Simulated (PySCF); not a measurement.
# CHClF2 (difluorochloromethane): levels of theory compared

We compute a comparison of 3 runs (B3LYP/STO-6G, UCCSD(T)/STO-6G, FCI/STO-6G) of CHClF2 (difluorochloromethane). The job is set up through a Python script.

The calculation is run with PySCF 2.14.0.

2 further runs of the same task are left out: 2 set aside as unsound or not needed.

### 1 Starting point

CHClF2 has 5 atoms, charge 0, and is taken as a singlet. As SMILES, `FC(F)Cl`. The C2–H5 distance was set to 1.963 Å, away from the relaxed value. At this shape a bond of the SMILES string is far longer than usual.

Bond lengths: F1–C2 1.334 Å, C2–F3 1.334 Å, C2–Cl4 1.763 Å. Angles: F1–C2–F3 108.3°, F1–C2–Cl4 109.7°, F3–C2–Cl4 109.7°.

### 2 A single-point energy at B3LYP/STO-6G (run 1)

Input file run.py:

```python
from pyscf import gto, dft

system = gto.Mole()
system.atom = '''
F     -0.328477    -1.355496     1.144296
C     -0.257977    -0.763796    -0.049704
F      0.476823    -1.533296    -0.854904
Cl    -1.878377    -0.578496    -0.718804
H      0.568600     1.007800     0.125800
'''
system.verbose = 3
system.max_memory = 1860
system.basis = 'sto-6g'
system.build()

mf = dft.RKS(system, xc='b3lyp')
mf.conv_tol = 1e-10
mf.grids.level = 5
mf.kernel()
if not mf.converged:
    mf = mf.newton().run(mf.mo_coeff, mf.mo_occ)

e_final = mf.e_tot
print(f'total energy: {e_final:.8f} hartree')
```

Run with:

```bash
OMP_NUM_THREADS=1 python run.py
```

What it wrote:

```text
converged SCF energy = -695.710871142139
total energy: -695.71087114 hartree
```

Wall time 5.4 s (1 thread of Arm Neoverse V1, shared host); peak memory 0.22 GiB.

### 3 The energy at UCCSD(T)/STO-6G (run 2)

Input file start.xyz:

```xyz
5
CHClF2
F     -0.328477    -1.355496     1.144296
C     -0.257977    -0.763796    -0.049704
F      0.476823    -1.533296    -0.854904
Cl    -1.878377    -0.578496    -0.718804
H      0.568600     1.007800     0.125800
```

Input file calc.py:

```python
from pyscf import gto, cc

molecule = gto.Mole()
molecule.atom = 'start.xyz'
molecule.max_memory = 1860
molecule.basis = 'sto-6g'
molecule.verbose = 3
molecule.build()

mf = molecule.UHF()
mf.conv_tol = 1e-10
mf.kernel()
if not mf.converged:
    mf = mf.newton().run(mf.mo_coeff, mf.mo_occ)
for _ in range(3):
    mo, _, stable, _ = mf.stability(return_status=True)
    if stable:
        break
    mf.kernel(mf.make_rdm1(mo, mf.mo_occ))

mycc = cc.CCSD(mf, frozen=8)
mycc.kernel()
e_t = mycc.ccsd_t()
energy = mycc.e_tot + e_t
print('Final energy', energy)
```

Run with:

```bash
OMP_NUM_THREADS=1 python calc.py
```

What it wrote:

```text
converged SCF energy = -694.070351884418  <S^2> = 2.178524e-11  2S+1 = 1
<class 'pyscf.scf.uhf.UHF'> wavefunction has an internal instability
converged SCF energy = -694.122907661721  <S^2> = 0.76110441  2S+1 = 2.0110738
<class 'pyscf.scf.uhf.UHF'> wavefunction is stable in the internal stability analysis
E(UCCSD) = -694.2549697411913  E_corr = -0.1320620794697988
UCCSD(T) correction = -0.00818069154443169
Final energy -694.2631504327358
```

Wall time 1.8 s (1 thread of Arm Neoverse V1, shared host); peak memory 0.12 GiB.

### 4 The energy at FCI/STO-6G (run 3)

Input file mol.xyz:

```xyz
5

F     -0.328477    -1.355496     1.144296
C     -0.257977    -0.763796    -0.049704
F      0.476823    -1.533296    -0.854904
Cl    -1.878377    -0.578496    -0.718804
H      0.568600     1.007800     0.125800
```

Input file calc.py:

```python
from pyscf import gto, scf, mcscf

mol = gto.M(
    atom='mol.xyz',
    basis='sto-6g',
    verbose=3,
    charge=0,
    max_memory=1860,
)

hf = scf.RHF(mol)
hf.conv_tol = 1e-10
hf.kernel()
if not hf.converged:
    hf = hf.newton().run(hf.mo_coeff, hf.mo_occ)

cas = mcscf.CASCI(hf, hf.mo_coeff.shape[-1] - 8, (mol.nelec[0] - 8, mol.nelec[1] - 8))  # full CI above the frozen core
cas.fix_spin_(ss=0.0)
cas.kernel()
e_final = cas.e_tot
print('E = %.10f Eh' % e_final)
```

Run with:

```bash
OMP_NUM_THREADS=1 python calc.py
```

What it wrote:

```text
converged SCF energy = -694.070351884422
CASCI E = -694.266986096993  E(CI) = -135.605208503956  S^2 = 0.0000000
E = -694.2669860970 Eh
```

Wall time 7.8 min (1 thread of Arm Neoverse V1, shared host); peak memory 1.4 GiB.

### 5 The series

```csv
run,level,integration grid,frozen core orbitals,energy (Eh),dipole moment (D) of the reference,HOMO energy (eV),LUMO energy (eV),wall time
1,B3LYP/STO-6G,5,–,-695.710871,1.29,-5.43,0.04,5.4 s
2,UCCSD(T)/STO-6G,–,8,-694.263150,1.37,-9.89,5.43,1.8 s
3,FCI/STO-6G,–,8,-694.266986,1.45,-8.78,3.80,7.8 min
```

### 6 Outcome

| quantity | value |
| --- | --- |
| run 3: total energy | -694.26699 Eh |
| run 3: dipole moment (Hartree–Fock density) | 1.45 D |
| run 3: HOMO energy (Hartree–Fock orbitals) | -8.78 eV |
| run 3: LUMO energy (Hartree–Fock orbitals) | 3.80 eV |
| run 3: HOMO–LUMO gap (Hartree–Fock orbitals) | 12.59 eV |
| run 3: correlation energy (8 core orbitals frozen) | -196.6 mEh |

What this shows: Against full CI in this basis: UCCSD(T) +3.8 mEh. In runs 1, 2, 3 the basis is minimal, so the values are rough. In run 1 a closed-shell determinant meets a far-stretched bond, which it describes badly. Spin contamination of the reference: run 2 ⟨S²⟩ = 0.76. Where it is this large, the reference is a mixture of spin states, and values that rest on it are in doubt. All runs together took 7.9 min, the longest 7.8 min.
